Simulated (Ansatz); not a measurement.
# CH5BS (SMILES CBS): a rigid scan of the bond length C1–H4

How does the energy rise as the bond length C1–H4 leaves its equilibrium value, and do density functionals follow CCSD(T)? No other atom is relaxed.

Computed with Ansatz 0.2.0, Gaussian basis. Level: single points in def2-TZVPP.

Levels: PBE-D4, r2SCAN-D4, PBE0-D4, B3LYP-D4, wB97M-V, Hartree-Fock, MP2, CCSD, CCSD(T). The scan takes 0.987, 1.009, 1.041, 1.078, 1.120, 1.165, 1.213, 1.263, 1.315 Å.

Correlated methods freeze the cores. B3LYP uses VWN-RPA correlation.

26 further runs of the same task are left out: 26 set aside as unsound or not needed.

## 1. The starting structure

SMILES `CBS`, 8 atoms, charge 0, spin multiplicity 1.

Atoms are counted from 1 here; the program's logs count them from 0.

Bond lengths: C1–B2 1.518 Å, C1–H4 1.057 Å, C1–H5 1.151 Å, C1–H6 1.146 Å, B2–S3 1.867 Å, B2–H7 1.203 Å, S3–H8 1.367 Å. Angles: B2–C1–H4 111.4°, B2–C1–H5 112.0°, B2–C1–H6 112.8°, H4–C1–H5 106.1°, H4–C1–H6 108.7°, H5–C1–H6 105.4°, C1–B2–S3 119.1°, C1–B2–H7 121.1°, S3–B2–H7 119.8°, B2–S3–H8 92.5°.

As a file:

```tsv
atom	x (Å)	y (Å)	z (Å)
C1	-0.58660	0.70580	-0.27260
B2	0.68860	-0.08540	-0.04170
S3	0.78100	-1.25200	1.41340
H4	-1.41420	0.06610	-0.42730
H5	-0.51810	1.37130	-1.20960
H6	-0.82940	1.41880	0.59050
H7	1.63240	0.02860	-0.77840
H8	0.33850	-2.31030	0.67000
```

## 2. A first relaxation in a small basis

pre/in.yaml reads:

```yaml
crystal:
  periodic: [false, false, false]
  atoms:
    - {symbol: C, position_ang: [-0.586600, 0.705800, -0.272600]}
    - {symbol: B, position_ang: [0.688600, -0.085400, -0.041700]}
    - {symbol: S, position_ang: [0.781000, -1.252000, 1.413400]}
    - {symbol: H, position_ang: [-1.414200, 0.066100, -0.427300]}
    - {symbol: H, position_ang: [-0.518100, 1.371300, -1.209600]}
    - {symbol: H, position_ang: [-0.829400, 1.418800, 0.590500]}
    - {symbol: H, position_ang: [1.632400, 0.028600, -0.778400]}
    - {symbol: H, position_ang: [0.338500, -2.310300, 0.670000]}
basis:
  gaussian: {orbitals: def2-SVP}
hamiltonian: {xc: pbe, dispersion: d4}
relax: {f_tol: 0.03, max_steps: 250}
```

The command line of these runs was not kept.

The runs that follow: Finding the minimum; The minimum at every level; C1–H4 = 0.987 Å; C1–H4 = 1.009 Å; C1–H4 = 1.041 Å; C1–H4 = 1.078 Å; C1–H4 = 1.120 Å; C1–H4 = 1.165 Å; C1–H4 = 1.213 Å; C1–H4 = 1.263 Å; C1–H4 = 1.315 Å.

What does the calculation give? Wanted: highest point, CCSD(T); lowest point, CCSD(T); minimum along the scan, CCSD(T); RMS deviation from CCSD(T); largest T1 diagnostic.

**Answer**, as computed:

| quantity | value |
| --- | --- |
| highest point, CCSD(T) | 50.5 kJ/mol at 1.315 Å |
| lowest point, CCSD(T) | 0.0 kJ/mol at 1.096 Å |
| minimum along the scan, CCSD(T) | 1.096 Å |
| curvature there | 32.5 eV/Å² |
| RMS deviation from CCSD(T) | PBE-D4 2.6, r2SCAN-D4 0.1, PBE0-D4 0.3, B3LYP-D4 0.3, wB97M-V 0.8, Hartree-Fock 3.6, MP2 1.6, CCSD 0.7 kJ/mol |
| largest T1 diagnostic | 0.013 |

A polynomial through the near points puts the CCSD(T) minimum at the PBE0-D4 value. It is steeper on the short side than on the long one. Curvature against CCSD(T): PBE-D4 -5 %, Hartree-Fock +7 %. Best along the scan: r2SCAN-D4. Worst: Hartree-Fock.
